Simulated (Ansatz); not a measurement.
# AlH₃Cl (doublet): from Hartree-Fock to the top rungs at distance Al1–H4 along a hydrogen transfer = 1.644 Å, cc-pVDZ

The task here is to estimate one member of a computed series from the others.

Method: cc-pVDZ, core rule «outside noble gas», up to 10 orbitals frozen; program: Ansatz 0.2.0, Gaussian basis.

The runs, in order: UHF; CCSD(T) on ROHF; CCSD(T) on UHF; BCCD(T) on ROHF; CISD; CCSDT(Q) on ROHF; CCSDT(Q) on UHF; CASSCF and MRCISD+Q, 3 electrons in 3 orbitals; CASSCF and NEVPT2, 3 electrons in 3 orbitals.

13 further runs of the same task are left out: 9 for a known fault of the program, 4 that didn't finish.

### What is computed

The geometry derives from fragments relaxed apart (PBE0/def2-TZVP) and kept rigid, so it is no stationary point. A hydrogen atom is moved between rigid fragments.

5 atoms, charge 0, spin multiplicity 2.

Atoms are counted from 1 here; the program's logs count them from 0.

Bond lengths: Al1–H2 1.586 Å, Al1–H3 1.586 Å, Al1–H4 1.644 Å. Angles: H2–Al1–H3 120.0°, H2–Al1–H4 120.0°, H3–Al1–H4 120.0°.

The first run:

in.yaml reads:

```yaml
crystal:
  periodic: [false, false, false]
  atoms:
    - {symbol: Al, position_ang: [-1.812044, 0.000000, 0.000000]}
    - {symbol: H, position_ang: [-2.604968, 1.373384, 0.000000]}
    - {symbol: H, position_ang: [-2.604968, -1.373384, 0.000000]}
    - {symbol: H, position_ang: [-0.168044, 0.000000, 0.000000]}
    - {symbol: Cl, position_ang: [1.531956, 0.000000, 0.000000]}
basis:
  gaussian: {orbitals: cc-pVDZ}
magnetization: {spin_polarized: true, initial_magnetization: 1}
hamiltonian: {xc: hf}
output: {orbitals: {seedname: orbitals}}
```

Launch:

```console
$ ansatz run in.yaml --threads 1 --pin off --events-out ev --progress --plain --max-ram 2393MiB
```

Steps of the session up to this table: UHF; CCSD(T) on ROHF; CCSD(T) on UHF; BCCD(T) on ROHF; CISD; CCSDT(Q) on ROHF; CCSDT(Q) on UHF; CASSCF and MRCISD+Q, 3 electrons in 3 orbitals; CASSCF and NEVPT2, 3 electrons in 3 orbitals.

One of the session's tables, all rows but one given; the rest of the session is left out.

```
   method  from UCCSDT(Q) (kJ/mol)
     ROHF                        ?
      UHF                   +648.7
     RMP2                   +108.8
     UMP2                   +113.1
     CISD                    +66.6
    RCCSD                    +13.6
    UCCSD                    +13.2
 RCCSD(T)                     +2.9
 UCCSD(T)                     +3.0
  BCCD(T)                     +2.9
   RCCSDT                     +0.9
   UCCSDT                     +0.9
RCCSDT(Q)                      0.0
UCCSDT(Q)                        0
```

Estimate the missing values for ROHF.

As computed: from UCCSDT(Q) (kJ/mol): +665.9. In the column «from UCCSDT(Q) (kJ/mol)» it is the highest.

Left out of the table: CASSCF pair, NEVPT2 pair, MRCISD pair, MRCISD+Q pair (the active space lost an orbital or holds another state than full CI finds).

To keep in mind: Restricted and unrestricted rows rest on different reference determinants; where their highest levels disagree by more than a few hundredths of an eV, they describe different states and don't form one ladder. Warnings in the runs' records: passed over end.
